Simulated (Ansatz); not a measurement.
Structure relaxation of BeAl₂

These are results of Ansatz, DFT PBE, scalar-relativistic, plane waves, PAW, not measurements. Cutoff 420 eV, Γ-centred k mesh, Gaussian smearing, no spin polarisation in the final step.

A relaxed cell is given with its space group left out.

```
CELL_PARAMETERS angstrom
6.19403 0.00000 0.00000
-3.09702 5.36419 0.00000
0.00000 0.00000 6.67500
ATOMIC_POSITIONS crystal
Be 0.50000 0.00000 0.00000
Be 0.50000 0.50000 0.33333
Be 0.00000 0.50000 0.66667
Al 0.12394 0.24789 0.50000
Al 0.87606 0.12394 0.83333
Al 0.75211 0.87606 0.16667
Al 0.87606 0.75211 0.50000
Al 0.12394 0.87606 0.83333
Al 0.24789 0.12394 0.16667
```

Formation energies are uncorrected and refer to the elements' standard structures at the same level.

(1) What space group does it have?

(2) What is its formation energy per atom?

(3) Is it a metal?

## Answers

(1) P6_222 (No. 180). Conventional cell: a = 6.194 Å, c = 6.675 Å. Be has 4 Al at 2.34 Å; Al is coordinated by 2 Be at 2.34 Å and 3 Al at 2.59–2.66 Å.

(2) 0.78 eV/atom.

(3) Yes, bands cross the Fermi level on the 6×6×6 mesh.

The final run used a 6×6×6 mesh on its 9-atom cell and 0.10 eV smearing. The k mesh leaves about 4 meV/atom of noise in metals. The cell came from a trial start, so BeAl₂ may not exist in this structure.

Cost: 3 runs of about 0.87 core-minutes in all, on AMD EPYC 9R45 (Zen 5) (shared hosts).